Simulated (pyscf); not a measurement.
Optimised with ωB97X-D3(BJ)/def2-SVP in PySCF.

Problem. `[CH3][In]([CH3])[CH3]` + `[OH2]` → `[CH3][In]([CH3])[OH]` + `[CH4]`
Surface: singlet. Broken: C–In, H–O. Formed: In–O, C–H. Give ΔE‡ and ΔE from ωB97M-D3(BJ)/def2-TZVP, relative to the separated reactants.

Solution. ΔE‡ = 10.6 kcal/mol, ΔE = -18.6 kcal/mol. Zero-point energy shifts the barrier by -0.4 kcal/mol. It is a four-centre exchange, with an imaginary mode of 1399i cm⁻¹. On the reactant side the descent ends in an adduct with a In–O contact, 12.4 kcal/mol under the separated species and 21.7 kcal/mol under the saddle at ωB97X-D3(BJ)/def2-TZVP. What is counted as formed (In–O) is already present as a longer contact in the reactant adduct; forming that adduct is a step of its own. One saddle was located; it need not be the lowest between these sides. Elements past Kr carry the def2 core potentials, without spin-orbit coupling.
